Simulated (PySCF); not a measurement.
Geometry:
```csv
atom,x (Å),y (Å),z (Å)
C1,-1.345,-0.055,0.007
C2,0.127,-0.019,0.003
C3,1.269,-0.737,0.006
C4,1.377,0.687,-0.008
O5,2.020,1.701,-0.021
H6,-1.736,-1.082,0.016
H7,-1.732,0.474,-0.878
H8,-1.727,0.486,0.887
H9,1.677,-1.751,0.013
```

Geometry: PBE0-D3(BJ)/def2-SVP; GIAO shifts from PySCF 2.14.0 with density-fitted response routines, gas phase, non-relativistic, averaged over equivalent atoms.

At PBE0/pcSseg-1 (105 basis functions, 5.5 s wall time on 1 thread of an Arm Neoverse V1, shared host):
```tsv
atoms	δ (ppm)
C2	177.0
C3	156.7
C4	152.1
C1	14.8
O5	319.9
H9	8.60
H6/H7/H8	2.35
```

Shifts are taken against calculated references (same method and geometry level): $^{13}$C (184.41 ppm) and $^{1}$H (31.27 ppm) vs TMS; $^{17}$O (334.56 ppm) vs H2O.

Q: Estimate the result of repeating the calculation with WP04/pcSseg-2.

A: 
| atoms | δ at WP04/pcSseg-2 | change |
| --- | --- | --- |
| C2 | 180.4 | +3.4 |
| C3 | 158.1 | +1.4 |
| C4 | 155.5 | +3.4 |
| C1 | 16.0 | +1.2 |
| O5 | 291.4 | -28.5 |
| H9 | 8.44 | -0.16 |
| H6/H7/H8 | 2.28 | -0.07 |

δ = σ(ref) − σ, references computed at the same level: $^{13}$C (σref 172.10) and $^{1}$H (σref 31.61) against TMS; H2O for $^{17}$O (σref 314.06).

The largest change is at O5 (carbonyl oxygen). Cost: 236 basis functions, 17 s wall time on 1 thread of an Arm Neoverse V1, shared host. The order of the carbon signals is the same at both levels.

Unscaled 17O shifts of doubly bonded oxygen tend to come out too high, by tens of ppm or more. Experimental scales use liquid or dissolved standards, which lie at an offset from isolated H2O (liquid H2O: subtract about 36 ppm).
